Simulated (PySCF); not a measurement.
# [NS3]-: relaxation and vibrations of the singlet

The task is one start of a wider search on [NS3]-: the singlet, built as side-on plus terminal. It is relaxed, tested by its Hessian and followed downhill if it is a saddle.

Method: PBE, basis N def2-SVPD, S def2-SVPD, no relativity, density fitting; program: PySCF 2.14.0.

## Step 1: The starting structure

4 atoms, charge -1, spin multiplicity 1.

Bond lengths: N1–S2 1.792 Å, N1–S3 1.792 Å, N1–S4 1.667 Å, S2–S3 2.040 Å. Angles: S2–N1–S3 69.4°, S2–N1–S4 145.3°, S3–N1–S4 145.3°, N1–S2–S3 55.3°, N1–S3–S2 55.3°.

Z-matrix (Å, degrees; charge -1 multiplicity 1):
```
N
S  1 1.7922
S  2 2.0400 1 55.31
S  1 1.6667 2 145.31 3 180.00
```

## Step 2: Finding the electronic state

One driver script runs all steps and calls PySCF; scf.py shows how it sets up the SCF of each step. The optimiser is the driver's own. After this first run the driver tries any further starts and a stability analysis.

Input file scf.py:

```python
from pyscf import gto, scf, dft
mol = gto.M(atom='''
N      0.000000     0.000000     0.000000
S      1.020000     0.000000     1.473600
S     -1.020000     0.000000     1.473600
S      0.000000     0.000000    -1.666700''',
    basis={'N': 'def2-SVPD', 'S': 'def2-SVPD'},
    charge=-1, spin=0)
mf = dft.RKS(mol, xc='PBE')
mf.grids.atom_grid = (50, 194)
aux = {'N': 'def2-universal-JKFIT', 'S': 'def2-universal-JKFIT'}
mf = mf.density_fit(auxbasis=aux)
mf.conv_tol = 1e-08
mf.diis_space = 10
mf.max_cycle = 60
mf.init_guess = 'minao'
mf.verbose = 4
mf.kernel()
```

Command:

```console
> OMP_NUM_THREADS=2 python axn.py task.json out
```

After this run come: Relaxation: side-on plus terminal start, singlet; Vibrations and properties at this point.

**Question.** What will these runs give? Wanted: minimum; geometry; wavenumbers; dipole moment; highest occupied, lowest empty level; polar-tensor charge of N1; zero-point energy.

The runs gave:

```
                            quantity                                      value
                             minimum                               singlet, D3h
                            geometry        N–S 1.705 Å (×3); S–N–S 120.0° (×3)
                  wavenumbers (cm⁻¹)  300 (e'), 466 (a2''), 505 (a1'), 804 (e')
      dipole moment (centre of mass)                                     0.00 D
highest occupied, lowest empty level                             -0.08, 0.52 eV
           polar-tensor charge of N1                                    +0.72 e
                   zero-point energy                                19.0 kJ/mol
                 entropy at 298.15 K                            285.0 J/(mol K)
```

**Reading.** From C2v at the start the molecule goes to a D3h minimum. The strongest infrared band lies at 804 cm⁻¹ (e'). The first SCF alone would have been 264 kJ/mol too high. Only this shape and spin were tried, so other structures or states may lie lower.
